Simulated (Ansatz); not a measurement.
One change: `CC/C=C\Cl` becomes `CC/C=C\CC`.

Ansatz, PBE0-D4/def2-TZVP geometries, multiplicity 1. Each molecule was computed in one conformer, which needn't be the lowest.

| property | `CC/C=C\Cl` |
| --- | --- |
| LUMO energy (PBE0/def2-TZVPP) / eV | 0.06 |
| HOMO–LUMO gap (ωB97M-V/def2-TZVPP) / eV | 11.45 |
| HOMO–LUMO gap (PBE0/def2-TZVPP) / eV | 7.21 |
| HOMO–LUMO gap (PBE/def2-TZVPP) / eV | 5.07 |
| LUMO energy (B3LYP/def2-TZVPP) / eV | -0.17 |
| size of the dipole moment (B3LYP/def2-TZVPP) / D | 1.54 |

Task: Give the same properties after the change, and the shifts. (Estimate.)

Result: Computed: 
| property | `CC/C=C\CC` | shift |
| --- | --- | --- |
| LUMO energy (PBE0/def2-TZVPP) / eV | 0.58 | 0.52 |
| HOMO–LUMO gap (ωB97M-V/def2-TZVPP) / eV | 11.58 | 0.13 |
| HOMO–LUMO gap (PBE0/def2-TZVPP) / eV | 7.50 | 0.29 |
| HOMO–LUMO gap (PBE/def2-TZVPP) / eV | 5.40 | 0.33 |
| LUMO energy (B3LYP/def2-TZVPP) / eV | 0.33 | 0.50 |
| size of the dipole moment (B3LYP/def2-TZVPP) / D | 0.30 | -1.24 |

With PBE0 the HOMO rises by 0.23 eV and the LUMO rises by 0.52 eV, so the gap widens by about 0.29 eV. PBE moves the HOMO by 0.18 eV and ωB97M-V by 0.17 eV. Dipoles are sizes alone; their direction can turn.

B3LYP here is the variant with VWN-RPA as its local correlation; programs differ in this.
